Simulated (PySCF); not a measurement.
# SiCl: a chain of runs

Aim: a series of 17 runs (UPBE0-D4/def2-TZVP, UCCSD(T)/cc-pVTZ, USVWN5/cc-pVTZ, UPBE/cc-pVTZ, UBLYP/cc-pVTZ, U-revPBE/cc-pVTZ, UTPSS/cc-pVTZ, U-r2SCAN/cc-pVTZ, and more) of ClSi. The job is set up through a Python script.

Program for the calculation: PySCF 2.14.0.

### 1 The molecule

SiCl has 2 atoms, charge 0, and is taken as a doublet. The shape is cut from that of the parent molecule. The run starts from this shape.

Bond lengths: Si1–Cl2 2.062 Å.

### 2 A structure relaxation at UPBE0-D4/def2-TZVP (density fitting with def2-universal-jkfit) (run 1)

Input file geometry.xyz:

```xyz
2

Si    -0.541689     0.579325    -0.236575
Cl     1.258225     0.359827     0.745007
```

Input file run.py:

```python
from pyscf import gto, dft
from pyscf.geomopt.geometric_solver import kernel as optimise

molecule = gto.M(
    atom='geometry.xyz',
    max_memory=1860,
    spin=1,
    basis='def2-tzvp',
    verbose=3,
)

calc0 = dft.UKS(molecule, xc='pbe0')
calc0 = calc0.density_fit(auxbasis='def2-universal-jkfit')
calc0.max_cycle = 100
calc0.conv_tol = 1e-09
calc0.disp = 'd4'
calc0.grids.level = 4
converged, mol_eq = optimise(calc0, maxsteps=80)
print('converged:', converged)
print(mol_eq.tostring())

calc0.reset(mol_eq)
molecule = mol_eq
calc0.kernel()
e_tot = calc0.e_tot
print('Final energy', e_tot)
```

Command:

```sh
$ OMP_NUM_THREADS=1 python run.py
```

What it wrote:

```text
<dir> SyntaxWarning: invalid escape sequence '\W'
  S = {(paw_set(r)[0], bool(re.search(r"spin_orbit\W+true|paw_fr", str((r.get("files") or {}).get("input") or "")) or re.search("(?i)spin.orbit\W+(value\W+)?(true|yes)|value\W+spin-orbit", json.dumps(r.get("inputs"), default=str)))) for r in records}

[... 17 lines left out ...]
> Convergence Criteria:
[... 16 lines left out ...]
WARN: HOMO -0.113582107864738 >= LUMO -0.113582107864744
[... 16 lines left out ...]
converged SCF energy = -749.411653487729  <S^2> = 0.75766878  2S+1 = 2.0076541
[... 38 lines left out ...]
Converged! =D
[... 1 line left out ...]
converged: True
Si         -0.54399630        0.57978873       -0.23758279
Cl          1.26069909        0.35936890        0.74601372

WARN: HOMO -0.113690463213375 >= LUMO -0.113690463213373

converged SCF energy = -749.411654802496  <S^2> = 0.7576661  2S+1 = 2.0076515
Final energy -749.4116548024956
```

It took 37 s on 1 thread of Arm Neoverse N1, shared host; peak memory 0.65 GiB.

The path in brief:

| step | energy from the first frame kept (eV) | largest force (eV/Å) |
| --- | --- | --- |
| 0 | 0.0000 | 0.0867 |
| 1 | -0.0002 | 0.0344 |
| 2 | -0.0002 | 0.0005 |
| 3 | -0.0002 | 0.0004 |

After the run. Bond lengths: Si1–Cl2 2.067 Å.

### 3 Fragment B of bond 3-1: a single-point energy at UCCSD(T)/cc-pVTZ (run 2)

Input file input.xyz:

```xyz
2

Si    -0.543996     0.579789    -0.237583
Cl     1.260699     0.359369     0.746014
```

Input file run.py:

```python
from pyscf import gto, cc

mol = gto.Mole()
mol.atom = 'input.xyz'
mol.basis = 'cc-pvtz'
mol.spin = 1
mol.verbose = 3
mol.max_memory = 1860
mol.build()

mf = mol.UHF()
mf.conv_tol = 1e-10
mf.kernel()
if not mf.converged:
    mf = mf.newton().run(mf.mo_coeff, mf.mo_occ)

mycc = cc.CCSD(mf, frozen=10)
mycc.kernel()
e_t = mycc.ccsd_t()
etot = mycc.e_tot + e_t
print('E = %.10f Eh' % etot)
```

Command:

```sh
$ OMP_NUM_THREADS=1 python run.py
```

What it wrote:

```text
<dir> SyntaxWarning: invalid escape sequence '\W'
  S = {(paw_set(r)[0], bool(re.search(r"spin_orbit\W+true|paw_fr", str((r.get("files") or {}).get("input") or "")) or re.search("(?i)spin.orbit\W+(value\W+)?(true|yes)|value\W+spin-orbit", json.dumps(r.get("inputs"), default=str)))) for r in records}

converged SCF energy = -748.453223839035  <S^2> = 0.77464437  2S+1 = 2.0244944
E(UCCSD) = -748.7442272151168  E_corr = -0.2910033760814377
UCCSD(T) correction = -0.0129567534886866
E = -748.7571839686 Eh
```

It took 20 s on 1 thread of Arm Neoverse N1, shared host; peak memory 0.66 GiB.

Run 3 isn't shown in full; the table further down has it.

### 4 Fragment B of bond 3-1: a single-point energy at UPBE/cc-pVTZ (run 4)

Input file job.py:

```python
from pyscf import gto, dft

system = gto.M(
    atom='''
Si      -0.543996       0.579789      -0.237583
Cl       1.260699       0.359369       0.746014
''',
    spin=1,
    charge=0,
    verbose=3,
    basis='cc-pvtz',
    max_memory=1860,
)

mf = dft.UKS(system, xc='pbe')
mf.grids.level = 5
mf.conv_tol = 1e-10
mf.kernel()
if not mf.converged:
    mf = mf.newton().run(mf.mo_coeff, mf.mo_occ)

e_tot = mf.e_tot
print('E(%s) = %.9f' % ('PBE', e_tot))
```

Command:

```sh
$ OMP_NUM_THREADS=1 python job.py
```

What it wrote:

```text
<dir> SyntaxWarning: invalid escape sequence '\W'
  S = {(paw_set(r)[0], bool(re.search(r"spin_orbit\W+true|paw_fr", str((r.get("files") or {}).get("input") or "")) or re.search("(?i)spin.orbit\W+(value\W+)?(true|yes)|value\W+spin-orbit", json.dumps(r.get("inputs"), default=str)))) for r in records}

converged SCF energy = -749.359209872554  <S^2> = 0.75513228  2S+1 = 2.0051257
E(PBE) = -749.359209873
```

Wall time 11 s (1 thread of Arm Neoverse N1, shared host); peak memory 0.33 GiB.

Runs 5 to 16 aren't shown in full; the table further down has their settings and results.

### 5 Fragment B of bond 3-1: the energy at UB2PLYP/cc-pVTZ (run 17)

Input file input.py:

```python
from pyscf import gto, dft, mp

mol = gto.M(
    atom='''
Si      -0.543996       0.579789      -0.237583
Cl       1.260699       0.359369       0.746014
''',
    basis='cc-pvtz',
    verbose=3,
    charge=0,
    max_memory=1860,
    spin=1,
)

myscf = dft.UKS(mol)
myscf.xc = '0.53*HF + 0.47*B88, 0.73*LYP'
myscf.grids.level = 5
myscf.conv_tol = 1e-10
myscf.kernel()
if not myscf.converged:
    myscf = myscf.newton().run(myscf.mo_coeff, myscf.mo_occ)

pt = mp.MP2(myscf, frozen=10).run()
e_final = myscf.e_tot + 0.27 * pt.e_corr
print('PT2 part  %.8f' % (0.27 * pt.e_corr))
print('Final energy', e_final)
```

Command:

```sh
$ OMP_NUM_THREADS=1 python input.py
```

What it wrote:

```text
<dir> SyntaxWarning: invalid escape sequence '\W'
  S = {(paw_set(r)[0], bool(re.search(r"spin_orbit\W+true|paw_fr", str((r.get("files") or {}).get("input") or "")) or re.search("(?i)spin.orbit\W+(value\W+)?(true|yes)|value\W+spin-orbit", json.dumps(r.get("inputs"), default=str)))) for r in records}

WARN: HOMO -0.0843024186565224 >= LUMO -0.0843024186565232

converged SCF energy = -749.358953382518  <S^2> = 0.7602043  2S+1 = 2.0101784
E(UMP2) = -749.683353528193  E_corr = -0.324400145675223
E(SCS-UMP2) = -749.680361388237  E_corr = -0.321408005718874
PT2 part  -0.08758804
Final energy -749.4465414218502
```

Wall time 13 s (1 thread of Arm Neoverse N1, shared host); peak memory 0.33 GiB.

### 6 The series

| run | level | task | integral approximation | energy (Eh) | dipole moment (D) of the reference | HOMO energy (eV) | LUMO energy (eV) | wall time |
| --- | --- | --- | --- | --- | --- | --- | --- | --- |
| 1 | UPBE0-D4/def2-TZVP (density fitting with def2-universal-jkfit) | optimise | def2-universal-jkfit | -749.411655 | 0.78 | -5.19 | -3.04 | 37 s |
| 2 | UCCSD(T)/cc-pVTZ | energy | none | -748.757184 | 1.06 | -7.87 | 0.19 | 20 s |
| 3 | USVWN5/cc-pVTZ | energy | none | -747.059111 | 0.67 | -4.07 | – | 35 s |
| 4 | UPBE/cc-pVTZ | energy | none | -749.359210 | 0.63 | -4.11 | -3.88 | 11 s |
| 5 | UBLYP/cc-pVTZ | energy | none | -749.697358 | 0.70 | -3.86 | -3.66 | 11 s |
| 6 | U-revPBE/cc-pVTZ | energy | none | -749.552055 | 0.60 | -4.10 | -3.81 | 11 s |
| 7 | UTPSS/cc-pVTZ | energy | none | -749.734099 | 0.64 | -4.30 | -3.79 | 23 s |
| 8 | U-r2SCAN/cc-pVTZ | energy | none | -749.633706 | 0.66 | -4.44 | -3.75 | 24 s |
| 9 | UM06-L/cc-pVTZ | energy | none | -749.675771 | 0.71 | -4.19 | -3.62 | 22 s |
| 10 | UPBE0/cc-pVTZ | energy | none | -749.421088 | 0.79 | -5.20 | -3.04 | 11 s |
| 11 | UB3LYP/cc-pVTZ | energy | none | -749.729053 | 0.84 | -4.88 | -3.16 | 13 s |
| 12 | UBHLYP/cc-pVTZ | energy | none | -749.698178 | 1.00 | -6.05 | -2.01 | 12 s |
| 13 | UM06-2X/cc-pVTZ | energy | none | -749.659902 | 1.03 | -5.86 | -2.13 | 24 s |
| 14 | UCAM-B3LYP/cc-pVTZ | energy | none | -749.712788 | 0.93 | -6.35 | -1.85 | 18 s |
| 15 | U-wB97X/cc-pVTZ | energy | none | -749.680286 | 0.90 | -7.35 | -0.87 | 19 s |
| 16 | U-wB97M-V/cc-pVTZ | energy | none | -749.655856 | 0.96 | -6.79 | -0.96 | 41 s |
| 17 | UB2PLYP/cc-pVTZ | energy | none | -749.446541 | 0.98 | -6.06 | -1.75 | 13 s |

### 7 What came out

| quantity | value |
| --- | --- |
| fragment B of bond 3-1, run 17: total energy | -749.44654 Eh |
| fragment B of bond 3-1, run 17: dipole moment (SCF part) | 0.98 D |
| fragment B of bond 3-1, run 17: HOMO energy (SCF part's orbitals) (highest over α and β) | -6.06 eV |
| fragment B of bond 3-1, run 17: LUMO energy (SCF part's orbitals) (lowest over α and β) | -1.75 eV |
| fragment B of bond 3-1, run 17: ⟨S²⟩ | 0.760 |

What this shows: Over runs 3, 4, 5, 6, 7, 8, 9, 10, 11, 12, 13, 14, 15, 16, 17 the dipole moment (its size) runs from 0.60 D (U-revPBE/cc-pVTZ) to 1.03 D (UM06-2X/cc-pVTZ). Totals of different functionals can't be ranked against each other. All runs together took 5.8 min, the longest 41 s.
